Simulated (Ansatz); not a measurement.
Geometry optimisation, RKS PBE0/def2-SVP in Ansatz.

Input file:

```yaml
crystal:
  periodic: [false, false, false]
  atoms:
    - { symbol: O, position_ang: [-0.55989, -0.96799, -0.33107] }
    - { symbol: C, position_ang: [0.29764, 0.02385, 0.23299] }
    - { symbol: S, position_ang: [-0.12781, 1.67248, -0.29779] }
    - { symbol: H, position_ang: [-1.17407, -0.45524, -0.876] }
    - { symbol: H, position_ang: [1.33441, -0.21825, -0.06074] }
    - { symbol: H, position_ang: [0.22972, -0.05487, 1.3326] }
total_charge: -1
basis:
  gaussian: { orbitals: def2-SVP }
hamiltonian:
  xc: pbe0
relax:
  f_tol: 0.015
  max_steps: 40
```

Command:

```bash
$ ansatz run input.yaml --threads 1 --pin off --max-ram 2048MiB --backend cpu --events-out ev --progress --plain --runs-dir out
```

Where does it end, and by what steps?

The forces met the threshold. Limits of this set-up: an anion without diffuse functions, the dipole of an ion depends on the origin. After 5 steps the energy has fallen by 0.031 eV; H4 moved furthest, 0.06 Å.

| step | energy less start (eV) | largest force component (eV/Å) | accepted |
| --- | --- | --- | --- |
| 0 | 0.0000 | 0.587 | yes |
| 1 | -0.0243 | 0.279 | yes |
| 2 | -0.0304 | 0.064 | yes |
| 3 | -0.0306 | 0.035 | yes |
| 4 | -0.0306 | 0.027 | yes |
| 5 | -0.0307 | 0.006 | yes |

```xyz
6
Properties=species:S:1:pos:R:3
O -0.565 -0.981 -0.333
C 0.291 0.021 0.228
S -0.168 1.667 -0.329
H -1.142 -0.402 -0.858
H 1.342 -0.234 -0.047
H 0.243 -0.071 1.339
```

Whether the end is a true minimum wasn't checked by a vibrational analysis.

Run time: 6.7 s on 1 thread of Intel(R) Xeon(R) Platinum 8488C (Sapphire Rapids), on a shared host, peak memory 0.15 GiB.
